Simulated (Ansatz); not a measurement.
## PH4⁺, singlet: the ladder up to RCCSDT(Q)

Geometry: that of the PH4, doublet, kept fixed.

```xyz
5

P     0.0456    0.0000    0.0000
H     0.1616    0.0000   -1.5147
H    -0.8626    1.0782    0.0000
H    -0.8626   -1.0782    0.0000
H     0.1616    0.0000    1.5147
```

Basis cc-pVDZ; Ansatz 0.2.0. Correlated methods freeze the noble-gas cores, which leaves 8 electrons in 33 orbitals. R marks a restricted (for open shells ROHF) determinant. Active spaces: valence = (8e, 8o) chosen from the atoms' valence shells.

Full CI isn't at hand for all of this; RCCSDT(Q) serves as the reference, and is uncertain by about the last step of the cluster series.

* UHF ⟨S²⟩: 0.000
* T1 diagnostic (RCCSD): 0.0141
* largest doubles amplitude (RCCSD): 0.096

| level | E − E(RCCSDT(Q)) (mEh) | share of correlation (%) | wall time |
| --- | --- | --- | --- |
| RHF | 178.10 | 0.00 | – |
| RMP2 | 38.00 | 78.66 | – |
| CISD | 14.91 | 91.63 | 0.6 s |
| RCCSD | 5.29 | 97.03 | – |
| RCCSD(T) | 0.98 | 99.45 | 0.48 s |
| BCCD(T) | 0.98 | 99.45 | 0.3 s |
| RCCSDT | 0.17 | 99.90 | – |
| CASSCF (valence space) | 98.32 | 44.80 | – |
| NEVPT2 (valence space) | 27.03 | 84.82 | 2.4 s |
| MRCISD (valence space) | 4.77 | 97.32 | – |
| MRCISD+Q (valence space) | 0.52 | 99.71 | 3 s |

The correlation energy at RCCSDT(Q), counted from RHF, is -4.846 eV. That run took 1.4 s on 1 thread of Arm Neoverse V2, shared host.

Times hold each run's SCF and search for its determinant on a shared host, so for small cases they say little of a method's own cost; they ran on 1 thread of Arm Neoverse V2.

Natural occupations of CASSCF (valence space) about the gap: 1.985 1.973 1.952 1.948 0.072 0.027 0.023 0.021; effectively unpaired electrons, Σ n²(2−n)², 0.05.
